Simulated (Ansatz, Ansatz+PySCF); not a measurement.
```yaml
atoms:
  - { symbol: C, position_ang: [0.0000, 0.0000, -0.4065] }
  - { symbol: C, position_ang: [0.0000, 1.1315, 0.1804] }
  - { symbol: C, position_ang: [0.0000, -1.1315, 0.1804] }
  - { symbol: H, position_ang: [0.0000, 0.0000, -1.4158] }
  - { symbol: H, position_ang: [0.0000, 1.9910, -0.3396] }
  - { symbol: H, position_ang: [0.0000, 1.1946, 1.1849] }
  - { symbol: H, position_ang: [0.0000, -1.9910, -0.3396] }
  - { symbol: H, position_ang: [0.0000, -1.1946, 1.1849] }
```

UHF-MP2 on doublet C3H5 was run in several spherical basis sets with Ansatz (development build ahead of 0.2.0). Frozen core: 3 orbitals. Caution for UHF-MP2: the unrestricted determinant is spin contaminated.

Q: Rank the basis sets by the total energy that they give, lowest first, with the distance from the lowest.
A. cc-pVDZ
B. 6-31G(d)
C. def2-SVP
D. def2-TZVP

A: D (0.00 eV), A (3.33 eV), B (4.24 eV), C (5.77 eV).

Totals follow the description of the cores as much as that of the bonds, so this order isn't one of quality for chemistry.
